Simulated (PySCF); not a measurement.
Molecule: carbonyl fluoride (O=C(F)F, CF2O).

Geometry:
| atom | x (Å) | y (Å) | z (Å) |
| --- | --- | --- | --- |
| O1 | -0.347 | 1.057 | 0.794 |
| C2 | -0.063 | 0.028 | 0.312 |
| F3 | 0.944 | -0.731 | 0.657 |
| F4 | -0.699 | -0.563 | -0.665 |

Spin–spin couplings on one PBE0-D3(BJ)/def2-SVP geometry, PySCF 2.14, gas phase, non-relativistic, equivalent pairs averaged; isotopes ¹³C, ¹⁹F; basis pcJ-1.

Reference values (Hz): ¹J(C2,F3) = -308.0 (measured; Jessen and Sauer, arXiv:2312.00705; CC3 and CCSD from Faber, Sauer, Gauss 2017).

How do the couplings (Hz) change with the functional? Times are CPU seconds on 1 thread of an AMD EPYC 9R14, shared host; the GGAs took longer than the global hybrids here, which isn't the general rule, and the cause wasn't traced.

## Answers


```
functional  functions  ¹J(C2,F3)  abs. error  core-s
        HF        108     -263.6        44.4     1.1
       LDA        108     -420.1       112.1       2
       PBE        108     -438.1       130.1     2.6
       KT2        108     -462.2       154.2     2.6
      PBE0        108     -396.6        88.6     2.2
     B97-2        108     -394.4        86.4     2.2
```

Errors compare magnitudes, without vibrational corrections. Closest: HF; furthest: KT2.
